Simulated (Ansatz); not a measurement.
bcc Li was calculated with LDA in Ansatz (PAW).

Settings: plane-wave cutoff 520 eV, 22×22×22 k mesh, Fermi–Dirac smearing 0.05 eV, scalar-relativistic PAW data made under PBE.

The volume scan:

| V (Å³/atom) | E − E_lowest (meV/atom) | P (GPa) |
|---|---|---|
| 17.873 | 3.50 | 1.032 |
| 18.254 | 1.51 | 0.656 |
| 18.634 | 0.36 | 0.313 |
| 19.014 | 0.00 | -0.002 |
| 19.394 | 0.35 | -0.290 |
| 19.775 | 1.36 | -0.555 |
| 20.155 | 2.97 | -0.797 |

Task: Estimate the bulk modulus from the pressures at 18.634 and 19.394 Å³/atom, and compare it with a fit to all energies.

Result: B = −V dP/dV. Between V = 18.634 and 19.394 Å³/atom, dP/dV = (-0.290 − (0.313))/(19.394 − 18.634) = -0.793 GPa per Å³/atom; at the midpoint 19.014 Å³/atom this gives B ≈ 15.1 GPa. The third-order Birch–Murnaghan fit gives V0 = 19.012 Å³/atom, B0 = 15.1 GPa, B′ = 3.4, which lies within 1 % of that estimate.

Measured, for comparison: bulk modulus 13.8 GPa (corrected for temperature and zero-point phonon effects, our sources range from 13.1 to 13.9; as tabulated in Levämäki et al. (2014), arXiv:1402.3671); equilibrium volume per atom 20.51 Å³/atom (low-temperature or extrapolated to 0 K; zero-point anharmonic expansion removed; as tabulated in Csonka et al. (2009), arXiv:0903.4037). Computed (rounded) less measured: bulk modulus +9 % (+9 % to +15 % over the range), equilibrium volume per atom -7.3 %.

The computed numbers hold no vibrational or temperature effects.

Ansatz is a program for electronic structure.
